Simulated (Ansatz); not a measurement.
# SiH3+ (singlet): the correlation ladder at distance Si1–H3 = 1.631 Å, aug-cc-pVDZ

How much of the correlation energy of SiH3+ (singlet) does each wave-function method recover here?

Method: aug-cc-pVDZ, core rule «outside noble gas», up to 5 orbitals frozen; program: Ansatz 0.2.0, Gaussian basis.

To be run: UHF; CCSD(T) on RHF; BCCD(T) on RHF; CISD; CCSDT(Q) on RHF; CCSDTQ on RHF; CASSCF and MRCISD+Q, 2 electrons in 2 orbitals; CASSCF and NEVPT2, 2 electrons in 2 orbitals; Full CI.

6 further runs of the same task are left out: 6 for a known fault of the program.

**1. The geometry**

The geometry derives from a PBE0/def2-TZVP stationary point (not a proven minimum). One bond is set to the value named and the two fragments are kept rigid.

4 atoms, charge 1, spin multiplicity 1.

Atoms are counted from 1 here; the program's logs count them from 0.

Bond lengths: Si1–H2 1.472 Å, Si1–H3 1.631 Å, Si1–H4 1.472 Å. Angles: H2–Si1–H3 120.0°, H2–Si1–H4 120.0°, H3–Si1–H4 120.0°.

**2. UHF**

File in.yaml:

```yaml
crystal:
  periodic: [false, false, false]
  atoms:
    - {symbol: Si, position_ang: [0.002619, -0.004436, 0.000010]}
    - {symbol: H, position_ang: [1.474561, 0.009794, -0.000086]}
    - {symbol: H, position_ang: [-0.826498, 1.400098, -0.003209]}
    - {symbol: H, position_ang: [-0.721029, -1.286287, 0.003011]}
basis:
  gaussian: {orbitals: aug-cc-pVDZ}
total_charge: 1
magnetization: {spin_polarized: true, initial_magnetization: 0}
hamiltonian: {xc: hf}
output: {orbitals: {seedname: orbitals}}
```

Run with:

```console
ansatz run in.yaml --threads 1 --pin off --events-out ev --progress --plain --max-ram 4096MiB --backend cpu
```

The runs that follow: CCSD(T) on RHF; BCCD(T) on RHF; CISD; CCSDT(Q) on RHF; CCSDTQ on RHF; CASSCF and MRCISD+Q, 2 electrons in 2 orbitals; CASSCF and NEVPT2, 2 electrons in 2 orbitals; Full CI.

**Question.** What will the summary of the whole plan be? Wanted: FCI below the RHF energy; RMP2 from FCI; RCCSD from FCI; RCCSD(T) from FCI; RCCSDT(Q) from FCI; NEVPT2 pair from FCI; MRCISD+Q pair from FCI; T1 diagnostic; effectively unpaired electrons.

The runs gave:

| quantity | value |
| --- | --- |
| FCI below the RHF energy | -3.1426 eV |
| RMP2 from FCI | +74.4 kJ/mol |
| RCCSD from FCI | +6.3 kJ/mol |
| RCCSD(T) from FCI | +1.6 kJ/mol |
| RCCSDT(Q) from FCI | 0.0 kJ/mol |
| NEVPT2 pair from FCI | +70.7 kJ/mol |
| MRCISD+Q pair from FCI | -1.7 kJ/mol |
| levels within 1 kcal/mol (43 meV) | RCCSD(T), BCCD(T), RCCSDT, RCCSDT(Q), RCCSDTQ, MRCISD+Q pair |
| T1 diagnostic | 0.009 |
| effectively unpaired electrons | 0.04 |

In words: RCCSD(T) lands +1.6 kJ/mol from the yardstick (0.5 % of the correlation energy). MRCISD+Q pair falls below full CI: the +Q correction isn't variational, and the cores differ from full CI's. One determinant dominates. Of the multireference levels listed MRCISD+Q pair comes nearest in total energy (-1.7 kJ/mol), which doesn't show that its space is the better one. These misses are within one basis, not against nature.
